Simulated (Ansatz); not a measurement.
Input file:

```yaml
crystal:
  periodic: [false, false, false]
  atoms:
    - {symbol: Ge, position_ang: [0.000000, 0.000877, 1.121553]}
    - {symbol: Al, position_ang: [0.000000, 0.001083, -2.931447]}
    - {symbol: H, position_ang: [0.000000, 1.409003, 1.746487]}
    - {symbol: H, position_ang: [1.232737, -0.738773, 1.682624]}
    - {symbol: H, position_ang: [-1.232737, -0.738773, 1.682624]}
    - {symbol: H, position_ang: [0.000000, 1.358233, -3.755476]}
    - {symbol: H, position_ang: [0.000000, -1.381856, -3.712205]}
basis:
  gaussian: {orbitals: "6-31G*"}
magnetization: {spin_polarized: false}
hamiltonian: {xc: hf}
scf: {lower_state_search: full}
output: {forces: true, orbitals: {seedname: orbitals}}
```

```sh
$ ansatz run in.yaml --threads 1 --pin off --events-out ev --progress --plain --max-ram 2393MiB
```

Question: Roughly how long does this take on 1 thread of AMD EPYC 9R45, shared host, and how much host memory?

Answer: 0.57 s wall and 0.22 GiB.

```
635 factors; integrals over basis functions are off by at most 6.0e-4 eV
mean field evaluation 1: about -63122.4599 eV, gradient 1.2e1 eV
mean field evaluation 2: about -63122.4772 eV, gradient 1.3e1 eV
mean field evaluation 4: about -63123.8197 eV, gradient 2.6e0 eV
mean field evaluation 8: about -63123.8496 eV, gradient 2.6e-4 eV
mean field -63123.84958358 eV, -2319.7586853145 hartree, gradient 1.9e-5 eV, S^2 0.000000; 0 other end points of the search recorded, 0 dependent functions left out
the calculation of the forces begins
reference -63123.84958358 eV, -2319.7586853145 hartree; 25, 25 occupied and 39, 39 virtual orbitals, 635 factors
Total energy: -63123.84958358 eV, -2319.7586853145 hartree
Atom 0 at     0.000000     0.000877     1.121553 Å, force     0.000000    -0.109434    -1.156188 eV/Å
Atom 1 at     0.000000     0.001083    -2.931447 Å, force     0.000000    -0.010189     1.244936 eV/Å
Atom 2 at     0.000000     1.409003     1.746487 Å, force     0.000000     0.136291    -0.206580 eV/Å
Atom 3 at     1.232737    -0.738773     1.682624 Å, force     0.096628    -0.017139    -0.208988 eV/Å
Atom 4 at    -1.232737    -0.738773     1.682624 Å, force    -0.096628    -0.017139    -0.208987 eV/Å
Atom 5 at     0.000000     1.358233    -3.755476 Å, force    -0.000000    -0.028899     0.272151 eV/Å
Atom 6 at     0.000000    -1.381856    -3.712205 Å, force     0.000000     0.046509     0.263656 eV/Å
Dipole moment:     0.000000     0.006843    -0.464260 e Å
```

Forces (eV/Å):
```
Ge   0.000 -0.109 -1.156
Al   0.000 -0.010  1.245
H    0.000  0.136 -0.207
H    0.097 -0.017 -0.209
H   -0.097 -0.017 -0.209
H    0.000 -0.029  0.272
H    0.000  0.047  0.264
```
